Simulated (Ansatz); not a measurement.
# AlPN (sextet): wave-function methods side by side, def2-TZVPP

An exercise on one series of results from a longer session: the logs are not shown, and one member is left open.

The runs use Ansatz 0.2.0, Gaussian basis; def2-TZVPP, core rule «outside noble gas», up to 11 orbitals frozen.

Plan: UHF; ROHF; CCSD(T) on UHF.

### The geometry

The geometry is a PBE0/def2-TZVP stationary point (not a proven minimum) of the parent state, kept for this charge and spin.

3 atoms, charge 0, spin multiplicity 6.

Atoms are counted from 1 here; the program's logs count them from 0.

Bond lengths: Al1–P2 2.360 Å, Al1–N3 1.763 Å, P2–N3 1.687 Å. Angles: P2–Al1–N3 45.5°, Al1–P2–N3 48.2°, Al1–N3–P2 86.3°.

Geometry (Å):

```xyz
3
charge 0, multiplicity 6
Al    0.0000    0.2534    1.2543
P     0.0000    0.2372   -1.1054
N     0.0000   -1.0127    0.0282
```

Set-up of the first run:

The input, in.yaml:

```yaml
crystal:
  periodic: [false, false, false]
  atoms:
    - {symbol: Al, position_ang: [0.000000, 0.253448, 1.254324]}
    - {symbol: P, position_ang: [0.000000, 0.237157, -1.105408]}
    - {symbol: N, position_ang: [0.000000, -1.012664, 0.028204]}
basis:
  gaussian: {orbitals: def2-TZVPP}
magnetization: {spin_polarized: true, initial_magnetization: 5}
hamiltonian: {xc: hf}
output: {orbitals: {seedname: orbitals}}
```

Started as:

```bash
$ ansatz run in.yaml --threads 1 --pin off --events-out ev --progress --plain --max-ram 2816MiB --backend cpu
```

Among the steps run: UHF; ROHF; CCSD(T) on UHF.

One of the session's tables, all rows but one given; the rest of the session is left out.

| method | from UCCSD(T) (kJ/mol) |
| --- | --- |
| ROHF | +926.4 |
| UHF | +888.3 |
| UMP2 | +126.8 |
| UCCSD | ? |
| UCCSD(T) | 0 |

Estimate the missing values for UCCSD.

The run gave: from UCCSD(T) (kJ/mol): +41.6. In the column «from UCCSD(T) (kJ/mol)» it lies between UCCSD(T) (0) and UMP2 (+126.8).
